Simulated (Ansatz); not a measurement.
```xyz
7

F     0.252   -1.946   -0.971
B     0.731   -0.840   -0.430
Si   -0.514    0.596    0.298
H     1.930   -0.745   -0.393
H    -0.171    1.900   -0.334
H    -0.274    0.730    1.763
H    -1.954    0.306    0.068
```

The species carries charge 0 and has multiplicity 1.

Task: List the r2SCAN/def2-TZVPP orbital energies in eV (Ansatz). (Estimate.)

Result: Ansatz gave: Occupied: -1790.73, -666.99, -182.21, -141.26, -96.12, -96.11, -96.09, -32.35, -14.75, -13.67, -12.07, -11.80, -10.58, -8.92, -8.83, -7.14. Lowest empty: -2.43, 0.16, 0.85, 1.27, 1.44, 2.46, 3.12, 3.67.
